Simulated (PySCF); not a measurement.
## Static response to an electric field

Fluorophosphane, FH2P.
Cartesian coordinates in Å at the PBE0-D3(BJ)/def2-SVP level; atoms count from 1:
```
atom  x, y, z in Å
F1     0.7380   -1.2124   -0.0418
P2     0.2829    0.2804    0.4119
H3    -1.1308    0.0442    0.4921
H4     0.1462    0.8556   -0.8962
```

Level: CAM-B3LYP/def2-SVPD (PySCF), static field, nuclei fixed, core orbitals frozen in the response. The polarisability tensor in these axes (au):

```
x   29.10 -0.44  0.07
y   -0.44 27.23 -1.29
z    0.07 -1.29 28.05
```

Give the principal values, the mean and the anisotropy Δα = √{½[(α1 − α2)² + (α2 − α3)² + (α1 − α3)²]}.

Principal values 26.25, 28.74 and 29.39 au; mean 28.13 au = 4.17 Å³ = 4.64 × 10⁻⁴⁰ C²·m²/J; Δα = 2.87 au (10 % of the mean).

What is the dipole moment, and where does it point?

(-0.92, 1.25, -0.12) D, 1.56 D in size, pointing from the negative to the positive side. Measured along this direction, the outermost atoms are F1 at the negative end and H4 and H3 at the positive end.

Find the Langevin capture rate constant for O2+ (31.990 u) meeting this molecule (51.988 u), k = 2.342 × 10⁻⁹ cm³/s × √(α in Å³ / reduced mass in u).

The reduced mass is 19.80 u, so k = 1.07 × 10⁻⁹ cm³/s. The formula leaves out the permanent dipole, which adds to the capture rate.

What molar refraction does this α imply?

Lorentz–Lorenz: R = (4π/3)N_A α = 2.5225 cm³/(mol·Å³) × 4.17 Å³ = 10.5 cm³/mol, in the limit of long wavelengths.

What would n − 1 = 2πNα be for an ideal gas of these molecules at 350 K and 1 atm, electronic part alone?

N = p/kT = 2.0968 × 10¹⁹ cm⁻³, so n − 1 = 2π × N × 4.17 × 10⁻²⁴ cm³ = 549 × 10⁻⁶ at long wavelengths.

What depolarisation ratio follows for Rayleigh scattering of linearly polarised light, taking the static tensor?

ρ = 3Δα²/(45ᾱ² + 4Δα²) = 24.6/(35597 + 32.8) ≈ 0.000691.

Isolated species at its PBE0-D3(BJ)/def2-SVP geometry, gas phase.
